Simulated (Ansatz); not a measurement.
Compare A (`[AlH2][S][SiH3]`) with its isomer B (`[AlH2][SiH2]S`).

Program: Ansatz. Geometries: PBE0-D4/def2-TZVP. ΔE: electronic, gas phase. CCSD(T)/CBS adds triple-zeta CCSD(T) − MP2 to the extrapolated MP2 energy (def2 sets, frozen cores). Functionals use def2-TZVPP. B3LYP here is the variant with VWN-RPA as its local correlation; programs differ in this. One conformer a species, not always the lowest.

Which is lower in electronic energy at CCSD(T)/CBS, and by how much? (Estimate.)

Ansatz gave: A, by 125.5 kJ/mol.

Give E(B) − E(A) in kJ/mol with B3LYP-D4, B3LYP, MP2/def2-TZVPP, PBE0-D4, LDA (SPW92), CCSD/def2-TZVPP, CCSD(T)/def2-TZVPP. (Estimate.)

The calculation gave: B3LYP-D4 121.8, B3LYP 119.7, MP2/def2-TZVPP 134.7, PBE0-D4 116.2, LDA (SPW92) 113.0, CCSD/def2-TZVPP 122.9, CCSD(T)/def2-TZVPP 123.4. None reverses the order clearly.

Does the order hold for the free energy at 298.15 K (harmonic terms from PBE0-D4)? (An estimate is asked.)

Computed: Yes: G(B) − G(A) = +120.6 kJ/mol, for one conformer each.

Largest T1 diagnostic: 0.012.

Leaving LDA and LC-ωPBE aside and taking each functional with its dispersion term where it has one, the values, not all of them listed here, spread over 16.9 kJ/mol, from PBE-D4 to ωB97M-V. From BLYP to BHLYP (50 % exact exchange), in def2-TZVPP and without D4, E(B) − E(A) moves by +10.1 kJ/mol.
